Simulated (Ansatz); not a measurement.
I need a search for lower mean-field states of BH5SSi, SMILES B[SiH2]S. Use Ansatz 0.2.0, Python API. Level of theory (for the species named): Hartree-Fock, cc-pVDZ basis, multiplicity 1.

```csv
atom,x (Å),y (Å),z (Å)
B,-0.9408,0.3672,-0.8144
Si,0.6412,0.3235,0.2144
S,1.1023,-1.7240,0.5976
H,-1.4708,-0.5723,-1.1394
H,-1.4269,1.4526,-1.1662
H,0.4522,1.0546,1.4856
H,1.7658,0.9572,-0.5357
H,-0.0310,-1.9159,1.3022
```

`bh5ssi_states.py`:
```python
"""Does a wider search find a lower mean-field state of BH5SSi?"""

import logging
import sys
import warnings

import ansatz as az
import numpy as np

logging.basicConfig(stream=sys.stdout, format="%(levelname)s %(message)s")
logger = logging.getLogger("ansatz_job")
logger.setLevel(logging.INFO)


def main() -> None:
    warnings.simplefilter("ignore", az.DeckWarning)

    molecule = (
        az.Crystal.molecule()
        .atom("B", (-0.9408, 0.3672, -0.8144))
        .atom("Si", (0.6412, 0.3235, 0.2144))
        .atom("S", (1.1023, -1.724, 0.5976))
        .atom("H", (-1.4708, -0.5723, -1.1394))
        .atom("H", (-1.4269, 1.4526, -1.1662))
        .atom("H", (0.4522, 1.0546, 1.4856))
        .atom("H", (1.7658, 0.9572, -0.5357))
        .atom("H", (-0.031, -1.9159, 1.3022))
    )
    symbols = [site.symbol for site in molecule.cartesian_sites]

    start = np.array([site.position_ang for site in molecule.cartesian_sites])
    for factor in [1.0, 1.25, 1.6]:
        xyz = (start - start.mean(axis=0)) * factor
        scaled = az.Crystal.molecule()
        for symbol, place in zip(symbols, xyz):
            scaled = scaled.atom(symbol, place.tolist())
        base = (
            scaled.calculation()
            .basis(gaussian="cc-pVDZ")
            .functional("hf")
            .spin("collinear")
        )
        for search in ("off", "standard"):
            try:
                data = base.scf(lower_state_search=search).run(threads=1).report
            except az.AnsatzError as error:
                logger.info(f"x{factor} search {search}: {type(error).__name__}")
                continue
            state = data["mean_field"]["state"]
            logger.info(f"all distances x{factor}, search {search:8s} E = {data['free_energy_ev']:.5f} eV  <S^2> = {abs(state['spin_squared']):.3f}  other states met: {len(data['mean_field']['others'])}")


if __name__ == "__main__":
    main()
```

```console
$ python bh5ssi_states.py
INFO all distances x1.0, search off      E = -19429.87756 eV  <S^2> = 0.000  other states met: 0
INFO all distances x1.0, search standard E = -19429.87756 eV  <S^2> = 0.000  other states met: 0
INFO all distances x1.25, search off      E = -19424.60796 eV  <S^2> = 0.000  other states met: 0
INFO all distances x1.25, search standard E = -19424.60796 eV  <S^2> = 0.000  other states met: 3
INFO all distances x1.6, search off      E = -19411.15337 eV  <S^2> = 0.000  other states met: 0
INFO all distances x1.6, search standard E = -19414.98852 eV  <S^2> = 3.062  other states met: 10
```

Total energies depend on the basis set; only differences at equal settings carry meaning. The count of other states can hold repeated and symmetry-equivalent ends of the search; scaling all distances is a test, and for more than two atoms no physical path. The structure is a rough, unrelaxed start. The expectation value of S² is noticeably off S(S+1) in at least one run, so that state is spin-contaminated. Run time: 21 s on 1 thread of Arm Neoverse V1, on a shared host, peak memory 0.24 GiB.
